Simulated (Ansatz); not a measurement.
We consider rhombohedral A7 Bi, described by r²SCAN (Ansatz, an electronic-structure program, plane waves, PAW).

Run with plane-wave cutoff 560 eV, 16×16×16 k mesh, Fermi–Dirac smearing 0.05 eV, scalar-relativistic PAW data made under PBE.

The cell is scaled about its equilibrium volume:

Shape and atoms are relaxed at each volume.

| V (Å³/atom) | P (GPa) | c (Å) | a (Å) |
|---|---|---|---|
| 35.330 | 1.17 | 12.027 | 4.511 |
| 36.066 | 0.53 | 12.219 | 4.522 |
| 36.802 | 0.01 | 12.421 | 4.531 |
| 37.538 | -0.43 | 12.638 | 4.536 |
| 38.274 | -0.78 | 12.862 | 4.541 |

Note: the cell comes from a level without a dispersion term, which matters for the spacing of layers, chains or molecules; the bulk modulus comes from volumes at which shape and atoms were relaxed.
